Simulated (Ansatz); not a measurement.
# fcc Ir

Computed with PBE in Ansatz (PAW).

Settings: plane-wave cutoff 520 eV, 24×24×24 k mesh, Fermi–Dirac smearing 0.05 eV, no spin polarisation, scalar-relativistic PAW data made under PBE.

Cell: relaxed at this level.

```yaml
equilibrium_volume_per_atom: 14.50 Å³/atom
bulk modulus B0: 347 GPa
lattice_constant_a: 3.871 Å
band_gap: none
pressure derivative B′ of the bulk modulus: 5.1
```

Measured, for comparison: equilibrium volume per atom 14.06 Å³/atom, lattice constant a 3.831 Å (static lattice: zero-point anharmonic expansion removed; as tabulated in Mejia-Rodriguez and Trickey (2018), arXiv:1807.09216); bulk modulus 365 GPa (corrected for temperature and zero-point phonon effects; as tabulated in Levämäki et al. (2014), arXiv:1402.3671). Computed (rounded) less measured: equilibrium volume per atom +3.1 %, bulk modulus -5 %, lattice constant a +1.0 %.

Spin–orbit coupling is not included.

Computed values are for the static lattice.

Ansatz is an electronic-structure program.
